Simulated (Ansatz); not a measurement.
How far each method lies from UCCSDT(Q) for [SiH$_{3}$···H···O], triplet

Geometry: a point of a hydrogen-transfer path between rigid fragments, not a stationary point.

```xyz
6

Si   -1.0438    0.0000    0.0000
H    -1.5386    1.3997    0.0000
H    -1.5386   -0.6999    1.2122
H    -1.5386   -0.6999   -1.2122
H     0.4409    0.0000    0.0000
O     2.0952    0.0000    0.0000
```

Basis cc-pVDZ; Ansatz 0.2.0. Only valence electrons are correlated (noble-gas cores frozen), which leaves 14 electrons in 46 orbitals. R marks a restricted (for open shells ROHF) determinant, U an unrestricted one. Active spaces: pair = (4e, 4o) about the gap.

Full CI isn't at hand for all of this; UCCSDT(Q) serves as the reference, and is uncertain by about the last step of the cluster series. The frozen core follows each run's orbitals, which can shift R against U totals by a few meV.

For open shells CISD is restricted-active-space CI with the open shells as a complete middle space.

```
UHF ⟨S²⟩                          : 2.010
T1 diagnostic (RCCSD)             : 0.0190
largest doubles amplitude (RCCSD) : 0.042
T1 diagnostic (UCCSD)             : 0.0136
```

```json
{"level": "UHF", "E − E(RHF) (eV)": "-0.1605"}
{"level": "RMP2", "E − E(RHF) (eV)": "-6.2769"}
{"level": "UMP2", "E − E(RHF) (eV)": "-6.2864"}
{"level": "RCCSD", "E − E(RHF) (eV)": "-7.5526"}
{"level": "UCCSD", "E − E(RHF) (eV)": "-7.5552"}
{"level": "RCCSD(T)", "E − E(RHF) (eV)": "-7.6599"}
{"level": "UCCSD(T)", "E − E(RHF) (eV)": "-7.6612"}
```

Estimate how far UCCSDT(Q) in cc-pVDZ lies from RCCSD(T). The table doesn't fix it; the size of (T) and the diagnostics are the guide.

UCCSDT(Q) in cc-pVDZ lies 29 meV below RCCSD(T), which is 27 % of the (T) step (-107 meV). The diagnostics give no warning, yet the rest is a sizeable part of (T).

The other levels:

```json
{"level": "CISD", "E − E(UCCSDT(Q)) (meV)": "728", "share of correlation (%)": "90.54", "wall time": "4.8 s"}
{"level": "BCCD(T)", "E − E(UCCSDT(Q)) (meV)": "29", "share of correlation (%)": "99.62", "wall time": "6.5 s"}
{"level": "RCCSDT", "E − E(UCCSDT(Q)) (meV)": "6", "share of correlation (%)": "99.92", "wall time": "–"}
{"level": "UCCSDT", "E − E(UCCSDT(Q)) (meV)": "5", "share of correlation (%)": "99.94", "wall time": "–"}
{"level": "RCCSDT(Q)", "E − E(UCCSDT(Q)) (meV)": "1", "share of correlation (%)": "99.98", "wall time": "75 s"}
{"level": "CASSCF (pair space)", "E − E(UCCSDT(Q)) (meV)": "7309", "share of correlation (%)": "4.94", "wall time": "–"}
{"level": "NEVPT2 (pair space)", "E − E(UCCSDT(Q)) (meV)": "1406", "share of correlation (%)": "81.72", "wall time": "2 s"}
{"level": "MRCISD (pair space)", "E − E(UCCSDT(Q)) (meV)": "675", "share of correlation (%)": "91.23", "wall time": "–"}
{"level": "MRCISD+Q (pair space)", "E − E(UCCSDT(Q)) (meV)": "71", "share of correlation (%)": "99.07", "wall time": "2.2 s"}
```

The correlation energy at UCCSDT(Q), counted from RHF, is -7.688 eV. That run took 63 s on 1 thread of Arm Neoverse V2, shared host.

Times hold each run's SCF and search for its determinant on a shared host, so for small cases they say little of a method's own cost; they ran on 1 thread of Arm Neoverse V2.
